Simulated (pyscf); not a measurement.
A first-order saddle from PySCF, ωB97X-D3(BJ)/def2-SVP:

```xyz
9

Sb    -1.4481     0.2294     0.8253
O     -0.2391     1.3537    -0.4477
O      0.0111    -0.9583     1.3821
O     -1.9415    -1.0771    -0.5532
H      0.2458     0.8123    -1.0891
H      0.6520    -0.4588     1.9131
H     -1.2712    -1.7761    -0.5928
Cl     0.8253     2.0486     1.9546
H      0.4793     1.8295     0.5492
```

Surface: singlet, charge 0. Lowest wavenumbers (cm⁻¹): 440i, 83, 133, 148, 221.

Which two sides does it connect, and which bonds change?

HO–Sb(OH)–OH + hydrogen chloride (HCl) ⇌ HO–Sb(OH)–Cl + water (H₂O), a four-centre exchange read from left to right: O–Sb, Cl–H broken and Cl–Sb, H–O formed. At ωB97M-D3(BJ)/def2-TZVP it lies -19.1 kJ/mol from the left side and +31.2 kJ/mol from the right (each side as separated species at their lowest minima found). On the reactant side the descent ends in a bound adduct, 35.2 kJ/mol under the separated species and 8.8 kJ/mol under the saddle at ωB97X-D3(BJ)/def2-TZVP. On the product side the descent ends in a bound adduct (not fully relaxed), 42.5 kJ/mol under the separated species and 76.2 kJ/mol under the saddle at ωB97X-D3(BJ)/def2-TZVP. At ωB97M-D3(BJ) the saddle lies under the separated reactants, which points to a path from their complex (located at ωB97X-D3(BJ) alone). One saddle was located; it need not be the lowest between these sides. Elements past Kr carry the def2 core potentials, without spin-orbit coupling.
